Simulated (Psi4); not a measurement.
# One shape, several levels: CH3ClSi (SMILES C[Si]Cl)

Wanted: a comparison of 4 runs (B3LYP/6-31G*, PBE0/def2-SVP, PBE/6-311+G**, CCSD(T)/6-31G*) of CH3ClSi. 

The results are computed with Psi4 1.11.

2 further runs of the same task are left out: 2 set aside as unsound or not needed.

## (1) The molecule

CH3ClSi has 6 atoms, charge 0, and is taken as a singlet. As SMILES, `C[Si]Cl`. The coordinates come from a PBE0-D4/def2-TZVP relaxation.

Bond lengths: C1–Si2 1.887 Å, Si2–Cl3 2.093 Å, C1–H4 1.096 Å, C1–H5 1.093 Å, C1–H6 1.096 Å. Angles: C1–Si2–Cl3 98.3°, Si2–C1–H4 110.2°, Si2–C1–H5 111.6°, Si2–C1–H6 110.2°, H4–C1–H5 109.0°, H4–C1–H6 106.7°, H5–C1–H6 109.0°.

## (2) Energy and forces at B3LYP/6-31G(d) (Cartesian functions) (run 1)

job.json reads:

```json
{
  "schema_name": "qcschema_input",
  "schema_version": 1,
  "molecule": {
    "schema_name": "qcschema_molecule",
    "schema_version": 2,
    "symbols": ["C", "Si", "Cl", "H", "H", "H"],
    "geometry": [-0.79538573, 0.71091497, -0.3346705, 0.4312355, -1.21339314, 2.40581033, 3.51054422, -2.8986509, 0.58298051, 0.6685851, 2.0140701, -1.00420046, -2.47308458, 1.79505085, 0.18916159, -1.26252602, -0.52912331, -1.92638681],
    "molecular_charge": 0,
    "molecular_multiplicity": 1,
    "fix_symmetry": "c1"
  },
  "driver": "gradient",
  "model": {
    "method": "b3lyp",
    "basis": "6-31G*"
  },
  "keywords": {
    "puream": false,
    "e_convergence": 1e-09,
    "d_convergence": 1e-08,
    "scf_type": "pk",
    "dft_radial_points": 99,
    "dft_spherical_points": 590
  }
}
```

The run is started by

```bash
$ psi4 --qcschema job.json -n 1 --memory 1600MB
```

stdout:

```text
[...]
  Running in c1 symmetry.
[...]
  Nuclear repulsion =  128.153233365116392
[...]
  Multiplicity = 1
[...]
  Nalpha       = 20
  Nbeta        = 20
[...]
    Number of basis functions: 59
[...]
   @RKS iter   1:  -789.39144568976917   -2.21317e-01   1.10848e-02 ADIIS/DIIS
[...]
   @RKS iter  11:  -789.61163187771581    1.25056e-12   3.04013e-09 DIIS
[...]
    Orbital Energies [Eh]
    ---------------------
    Doubly Occupied:
       1A   -101.533155     2A    -66.175009     3A    -10.178849
       4A     -9.452356     5A     -7.212470     6A     -7.209233
       7A     -7.206857     8A     -5.318986     9A     -3.681209
      10A     -3.677383    11A     -3.671454    12A     -0.822883
      13A     -0.709605    14A     -0.482891    15A     -0.423293
      16A     -0.419612    17A     -0.362843    18A     -0.336592
      19A     -0.325353    20A     -0.236236
[...]
  @RKS Final Energy:  -789.61163187771581
   => Energetics <=
    Nuclear Repulsion Energy =            128.1532333651163924
    One-Electron Energy =               -1344.6789814717353693
    Two-Electron Energy =                 471.8105761101903113
    DFT Exchange-Correlation Energy =     -44.8964598812872424
    Empirical Dispersion Energy =           0.0000000000000000
    VV10 Nonlocal Energy =                  0.0000000000000000
    Total Energy =                       -789.6116318777158085
[...]
 Multipole Moments:
 ------------------------------------------------------------------------------------
     Multipole            Electronic (a.u.)      Nuclear  (a.u.)        Total (a.u.)
 ------------------------------------------------------------------------------------
 L = 1.  Multiply by 2.5417464519 to convert [e a0] to [Debye]
 Dipole X            :          4.2190855           -4.8083688           -0.5892833
 Dipole Y            :         -4.1048535            4.6253043            0.5204507
 Dipole Z            :          2.4697190           -2.6683698           -0.1986508
 Magnitude           :                                                    0.8109167
[...]
  -Total Gradient:
     Atom            X                  Y                   Z
    ------   -----------------  -----------------  -----------------
       1        0.000804139997    -0.001480876985     0.002439376239
       2        0.005424321271    -0.000321531216    -0.010536055126
       3       -0.008504806529     0.004903602633     0.004337329811
       4       -0.000586434484    -0.001997295438     0.001404819053
       5        0.001725042545    -0.001363054772     0.000123431276
       6        0.001132601532     0.000263457434     0.002230004579
[...]
```

The result, in JSON:

```text
{
 "driver": "gradient",
 "model": {
  "method": "b3lyp",
  "basis": "6-31G*"
 },
 "success": true,
 "return_result": [0.00080413999736304, -0.001480876984567052, 0.0024393762386847456, 0.005424321271324223, -0.00032153121625356617, -0.010536055126368932, -0.008504806529274878, 0.004903602632918558, 0.004337329811471342, -0.000586434484474263, -0.00199729543777917, 0.0014048190526042836, 0.0017250425445568818, -0.0013630547722404407, 0.0001234312759896758, 0.0011326015316339352, 0.0002634574340409368, 0.002230004578719663],
 "properties": {
  "calcinfo_nbasis": 59,
  "calcinfo_nmo": 59,
  "calcinfo_nalpha": 20,
  "calcinfo_nbeta": 20,
  "calcinfo_natom": 6,
  "nuclear_repulsion_energy": 128.1532333651164,
  "return_energy": -789.6116318777158,
  "return_gradient": [0.00080413999736304, -0.001480876984567052, 0.0024393762386847456, 0.005424321271324223, -0.00032153121625356617, -0.010536055126368932, -0.008504806529274878, 0.004903602632918558, 0.004337329811471342, -0.000586434484474263, -0.00199729543777917, 0.0014048190526042836, 0.0017250425445568818, -0.0013630547722404407, 0.0001234312759896758, 0.0011326015316339352, 0.0002634574340409368, 0.002230004578719663],
  "scf_one_electron_energy": -1344.6789814717354,
  "scf_two_electron_energy": 471.8105761101903,
  "scf_xc_energy": -44.89645988128724,
  "scf_dipole_moment": [-0.589283334624719, 0.5204507302737866, -0.1986507780690907],
  "scf_total_energy": -789.6116318777158,
  "scf_total_gradient": [0.00080413999736304, -0.001480876984567052, 0.0024393762386847456, 0.005424321271324223, -0.00032153121625356617, -0.010536055126368932, -0.008504806529274878, 0.004903602632918558, 0.004337329811471342, -0.000586434484474263, -0.00199729543777917, 0.0014048190526042836, 0.0017250425445568818, -0.0013630547722404407, 0.0001234312759896758, 0.0011326015316339352, 0.0002634574340409368, 0.002230004578719663],
  "scf_iterations": 11
 }
}
```

Wall time 9 s (1 thread of INTEL XEON PLATINUM 8581C at 2.10GHz (Emerald Rapids), shared host); peak memory 0.73 GiB.

## (3) Energy and forces at PBE0/def2-SVP (run 2)

run_ase.py reads:

```python
import numpy as np
from ase.calculators.psi4 import Psi4
from ase import Atoms

a = Atoms(['C', 'Si', 'Cl', 'H', 'H', 'H'], positions=[
    [-0.420900, 0.376200, -0.177100],
    [0.228200, -0.642100, 1.273100],
    [1.857700, -1.533900, 0.308500],
    [0.353800, 1.065800, -0.531400],
    [-1.308700, 0.949900, 0.100100],
    [-0.668100, -0.280000, -1.019400],
])
calc = Psi4(atoms=a, method='pbe0', basis='def2-SVP', memory='1600MB', num_threads=1, charge=0, multiplicity=1, label='calc', reference='rks')
calc.psi4.set_options({'puream': True, 'e_convergence': 1e-09, 'd_convergence': 1e-08, 'scf_type': 'pk', 'dft_radial_points': 99, 'dft_spherical_points': 590})
a.calc = calc

forces = a.get_forces()
print(f'energy: {a.get_potential_energy():.6f} eV')
print('forces / eV A^-1')
print(np.round(forces, 5))
```

The run is started by

```bash
$ python run_ase.py
```

calc.dat:

```text
[...]
  Running in c1 symmetry.
[...]
  Nuclear repulsion =  128.153233316674090
[...]
  Multiplicity = 1
[...]
  Nalpha       = 20
  Nbeta        = 20
[...]
    Number of basis functions: 65
[...]
   @RKS iter   1:  -788.81846885114078   -2.31910e-01   9.53329e-03 ADIIS/DIIS
[...]
   @RKS iter  11:  -789.02110934398513   -1.25056e-12   3.40280e-09 DIIS
[...]
    Orbital Energies [Eh]
    ---------------------
    Doubly Occupied:
       1A   -101.668447     2A    -66.278079     3A    -10.227485
       4A     -9.521155     5A     -7.258928     6A     -7.255473
       7A     -7.253083     8A     -5.367811     9A     -3.708064
      10A     -3.704205    11A     -3.698430    12A     -0.839850
      13A     -0.722591    14A     -0.493877    15A     -0.434096
      16A     -0.429988    17A     -0.374376    18A     -0.346550
      19A     -0.334852    20A     -0.242631
[...]
  @RKS Final Energy:  -789.02110934398513
   => Energetics <=
    Nuclear Repulsion Energy =            128.1532333166740898
    One-Electron Energy =               -1344.4035981217459721
    Two-Electron Energy =                 469.0612451357858390
    DFT Exchange-Correlation Energy =     -41.8319896746990310
    Empirical Dispersion Energy =           0.0000000000000000
    VV10 Nonlocal Energy =                  0.0000000000000000
    Total Energy =                       -789.0211093439851311
[...]
 Multipole Moments:
 ------------------------------------------------------------------------------------
     Multipole            Electronic (a.u.)      Nuclear  (a.u.)        Total (a.u.)
 ------------------------------------------------------------------------------------
 L = 1.  Multiply by 2.5417464519 to convert [e a0] to [Debye]
 Dipole X            :          4.3415164           -4.8083688           -0.4668525
 Dipole Y            :         -4.1837672            4.6253043            0.4415371
 Dipole Z            :          2.4302978           -2.6683698           -0.2380720
 Magnitude           :                                                    0.6852624
[...]
  -Total Gradient:
     Atom            X                  Y                   Z
    ------   -----------------  -----------------  -----------------
       1       -0.000625925102     0.001356500540    -0.002393222113
       2        0.002217778452     0.000141494460    -0.005067178442
       3       -0.003692542033     0.002061665414     0.002065935509
       4       -0.003815223295    -0.003563272959     0.002093148026
       5        0.004661702946    -0.003106319962    -0.001222295560
       6        0.001252879636     0.003112072281     0.004520481203
[...]
```

Standard output:

```text
energy: -21470.357988 eV
forces / eV A^-1
[[ 0.03219 -0.06975  0.12306]
 [-0.11404 -0.00728  0.26056]
 [ 0.18988 -0.10602 -0.10623]
 [ 0.19619  0.18323 -0.10763]
 [-0.23971  0.15973  0.06285]
 [-0.06443 -0.16003 -0.23245]]
```

Run time: 9 s. Hardware: 1 thread of INTEL XEON PLATINUM 8581C at 2.10GHz (Emerald Rapids), shared host; peak memory 0.79 GiB.

Run 3 isn't shown in full; the table further down has it.

## (4) The energy at CCSD(T)/6-31G(d) (density fitting, density fitting for correlation, Cartesian functions) (run 4)

job.in reads:

```
memory 1.6 GB

molecule mol {
  0 1
  C
  Si 1 1.887153
  Cl 2 2.093091 1 98.25252
  H 1 1.096009 2 110.16974 3 -58.83986
  H 1 1.092776 4 109.02208 2 122.75802
  H 1 1.095982 5 109.02846 4 -116.15598
  units angstrom
}

set basis 6-31G*
set reference rhf
set freeze_core true
set scf_type df
set cc_type df

e_tot, wfn = energy('ccsd(t)', return_wfn=True)
```

The run is started by

```bash
$ psi4 -n 1 job.in job.out
```

job.out:

```text
[...]
  Running in c1 symmetry.
[...]
  Nuclear repulsion =  128.153237563416525
[...]
  Multiplicity = 1
[...]
  Nalpha       = 20
  Nbeta        = 20
[...]
    Number of basis functions: 59
[...]
   @DF-RHF iter   1:  -787.96438922448647   -6.05330e-01   5.03745e-03 DIIS/ADIIS
[...]
   @DF-RHF iter  11:  -788.02138176090057   -6.02540e-12   6.42063e-09 DIIS
[...]
    Orbital Energies [Eh]
    ---------------------
    Doubly Occupied:
       1A   -104.806259     2A    -68.823147     3A    -11.221793
       4A    -10.542677     5A     -8.011245     6A     -8.009339
       7A     -8.008773     8A     -6.175168     9A     -4.277754
      10A     -4.277094    11A     -4.274505    12A     -1.090050
      13A     -0.959495    14A     -0.642288    15A     -0.578500
      16A     -0.571172    17A     -0.499720    18A     -0.466851
      19A     -0.458272    20A     -0.336815
[...]
  @DF-RHF Final Energy:  -788.02138176090057
   => Energetics <=
    Nuclear Repulsion Energy =            128.1532375634165248
    One-Electron Energy =               -1344.2874064277530124
    Two-Electron Energy =                 428.1127871034360055
    Total Energy =                       -788.0213817609005673
[...]
 Multipole Moments:
 ------------------------------------------------------------------------------------
     Multipole            Electronic (a.u.)      Nuclear  (a.u.)        Total (a.u.)
 ------------------------------------------------------------------------------------
 L = 1.  Multiply by 2.5417464519 to convert [e a0] to [Debye]
 Dipole X            :         -0.0003440            0.0003522            0.0000082
 Dipole Y            :         -2.9900030            3.6320150            0.6420120
 Dipole Z            :          5.5468298           -6.2002026           -0.6533728
 Magnitude           :                                                    0.9160106
[...]
      * MP2 total energy:                  -788.350871673398
[...]
      * CCSD total energy:                 -788.392633628479
[...]
      * CCSD(T) total energy                -788.402980567850
[...]
```

Wall time 3.6 s (1 thread of INTEL XEON PLATINUM 8581C at 2.10GHz (Emerald Rapids), shared host); peak memory 0.22 GiB.

## (5) All runs side by side

```tsv
run	level	Cartesian functions	task	energy (Eh)	dipole moment (D)	HOMO energy (eV)	LUMO energy (eV)	wall time
1	B3LYP/6-31G* (Cartesian functions)	yes	gradient	-789.611632	2.06	-6.43	-2.67	9 s
2	PBE0/def2-SVP	no	gradient	-789.021109	1.74	-6.60	-2.45	9 s
3	PBE/6-311+G**	no	gradient	-789.245765	1.89	-5.72	-3.47	16 s
4	CCSD(T)/6-31G* (density fitting, density fitting for correlation, Cartesian functions)	yes	energy	-788.402981	–	-9.17	0.61	3.6 s
```

## (6) Summary of results

| quantity | value |
| --- | --- |
| run 4: total energy | -788.40298 Eh |
| run 4: HOMO energy (Hartree–Fock orbitals) | -9.17 eV |
| run 4: LUMO energy (Hartree–Fock orbitals) | 0.61 eV |
| run 4: HOMO–LUMO gap (Hartree–Fock orbitals) | 9.78 eV |
| run 4: correlation energy (11 core orbitals frozen) | -381.6 mEh |
| run 4: (T) correction | -10.35 mEh |
| run 4: T1 diagnostic | 0.013 |

In words: Over runs 1, 2, 3 the dipole moment (its size) runs from 1.74 D (PBE0/def2-SVP) to 2.06 D (B3LYP/6-31G*). The two ends differ in method and basis. Over runs 1, 2, 3 the HOMO–LUMO gap runs from 2.24 eV (PBE/6-311+G**) to 4.15 eV (PBE0/def2-SVP). Totals of different functionals can't be ranked against each other. All runs together took 37 s, the longest 16 s.
